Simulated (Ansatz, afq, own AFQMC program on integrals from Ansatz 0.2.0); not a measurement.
# NH₃ + H, doublet in cc-pVTZ along one coordinate

```csv
atom,x (Å),y (Å),z (Å)
N,-0.1364,-0.0316,-0.0492
H,-0.4337,0.9362,-0.0492
H,-0.4337,-0.4339,0.8311
H,0.8761,-0.0316,-0.0492
H,1.8866,-0.0316,-0.0492
```

A hydrogen atom is moved from one rigid fragment to the other; the N1–H4 distance tells how far. The two fragments are held close together, so this isn't a minimum-energy path and the start is a compressed complex. Energies in kcal/mol count from this geometry (1.012 Å) at the same level; the start stands on UHF, each point on the determinant named.

Basis cc-pVTZ. Only valence electrons are correlated. Ansatz 0.2.0 and our own AFQMC program on the same integrals; the CISD trial comes from CCSD amplitudes, and released means the phaseless constraint is let go. Uncertainties: one standard error, sampling alone.

| r(N1–H4) / Å | det. | T1 | weight | ⟨S²⟩ | CCSD(T) | ph-AFQMC/CISD | released AFQMC | CCSDT(Q) | HF | CCSD |
| --- | --- | --- | --- | --- | --- | --- | --- | --- | --- | --- |
| 1.088 | UHF | 0.013 | 0.92 | 0.77 | 1.0 | 1.3 ± 0.1 | 1.0 ± 0.2 | 0.9 | 2.7 | 1.1 |
| 1.126 | UHF | 0.014 | 0.92 | 0.78 | 2.2 | 2.5 ± 0.1 | 2.1 ± 0.1 | 2.1 | 4.4 | 2.3 |
| 1.164 | UHF | 0.015 | 0.92 | 0.78 | 3.5 | 3.6 ± 0.2 | 3.4 ± 0.1 | 3.4 | 5.7 | 3.6 |
| 1.202 | UHF | 0.017 | 0.91 | 0.78 | 4.8 | 5.3 ± 0.1 | – | 4.7 | 6.5 | 4.8 |
| 1.278 | UHF | 0.019 | 0.91 | 0.78 | 7.8 | 8.0 ± 0.2 | 7.6 ± 0.2 | 7.7 | 7.3 | 7.4 |

Weight is that of the determinant in the CISD state; at the start T1 is 0.012 and the weight 0.92, and ⟨S²⟩ is 0.76. A dash marks a missing value, a released energy that hasn't settled or a functional that sits on another state. Largest departures from CCSDT(Q), at the points where its series has closed: CCSD(T) 0.1 kcal/mol at 1.278 (on UHF), ph-AFQMC/CISD 0.6 kcal/mol at 1.202 (on UHF), released AFQMC 0.1 kcal/mol at 1.088 (on UHF) (within the noise), HF 2.3 kcal/mol at 1.164 (on UHF), CCSD -0.2 kcal/mol at 1.278 (on UHF).

Some points may be missing: those where a free walk finds a much lower state, and past Zn most of those on another determinant than at the start.

CCSDT and higher add their correlation energy to the determinant of the CCSD(T) run, since their own runs factorise the integrals more tightly (a shift of under 2 meV). A walk keeps the symmetry of its determinant, which the program's search chose and which needn't be the lowest solution, so a lower state of the same spin and another symmetry isn't excluded. Released energies are given only where the last usable release times agree within the noise; a slower fall can still hide under it.
